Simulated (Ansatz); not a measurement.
Compare A (`OCCCS`) with its isomer B (`COC(C)S`).

Computed with Ansatz on PBE0-D4/def2-TZVP structures; ΔE is electronic, products minus reactants. CCSD(T)/CBS adds triple-zeta CCSD(T) − MP2 to the extrapolated MP2 energy (def2 sets, frozen cores). DFT in def2-TZVPP. B3LYP here is the variant with VWN-RPA as its local correlation; programs differ in this. One conformer a species, not always the lowest.

Question: Which is lower in electronic energy at CCSD(T)/CBS, and by how much? (Best estimate.)

Answer: Ansatz gave: A, by 4.9 kcal/mol.

Question: Give E(B) − E(A) in kcal/mol with HF/def2-TZVPP, ωB97M-V, B3LYP-D4, CCSD/def2-TZVPP, CCSD(T)/def2-TZVPP, B2PLYP, PBE-D4. (Best estimate.)

Answer: Computed: HF/def2-TZVPP 5.4, ωB97M-V 4.1, B3LYP-D4 2.8, CCSD/def2-TZVPP 5.2, CCSD(T)/def2-TZVPP 4.5, B2PLYP 3.9, PBE-D4 2.9. None reverses the order clearly.

Largest T1 diagnostic: 0.011.

From PBE to PBE0 (25 % exact exchange), in def2-TZVPP and without D4, E(B) − E(A) moves by +1.2 kcal/mol. The D4 term adds −0.8 kcal/mol with B3LYP and −0.4 kcal/mol with PBE0; it sums over pairs of atoms, weighted by their polarisabilities, and B3LYP, whose exchange is more repulsive, gets the larger term.
